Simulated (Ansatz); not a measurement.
**Loss of CH4: C4H9Cl → C3H5Cl + CH4**

Species: C4H9Cl (1-chloro-2-methylpropane) `CC(C)CCl`, singlet; C3H5Cl `C/C=C/Cl`, singlet; CH4 (methane) `C`, singlet. 

Shapes, held fixed at every level: PBE0-D4/def2-TZVP. Flexible molecules stand in one conformer, not always the lowest. Programs: Ansatz 0.2.0. The zero-point and thermal change to 298 K, harmonic and unscaled (PBE0-D4/def2-TZVP), is -13.9 kJ/mol.

| level | kind | ΔH(298 K) (kJ/mol) | less CCSD(T)/CBS estimate |
| --- | --- | --- | --- |
| HF/def2-SVP | Hartree–Fock | +69.1 | -12.2 |
| HF/def2-TZVPP | Hartree–Fock | +56.6 | -24.7 |
| SPW92/def2-TZVPP | LDA | +108.2 | +26.9 |
| r2SCAN0-D4/def2-TZVPP | global hybrid | +88.0 | +6.7 |
| MP2/def2-TZVPP | perturbation theory | +87.6 | +6.3 |
| CCSD(T)/def2-TZVPP | coupled cluster or CI | +79.5 | -1.8 |
| CCSD/def2-TZVPP | coupled cluster or CI | +79.6 | -1.7 |
| CCSD(T)/CBS estimate | coupled cluster or CI | +81.3 | 0.0 |

The highest level, CCSD(T)/CBS estimate, gives ΔH(298 K) = +81.3 kJ/mol; the levels span +56.6 to +108.2. The column of differences is taken from that level and isn't an error. No measured value is set beside it here. The CBS estimate extrapolates MP2 from def2-TZVPP and def2-QZVPP and adds CCSD(T) − MP2 in the triple-zeta set, cores frozen.
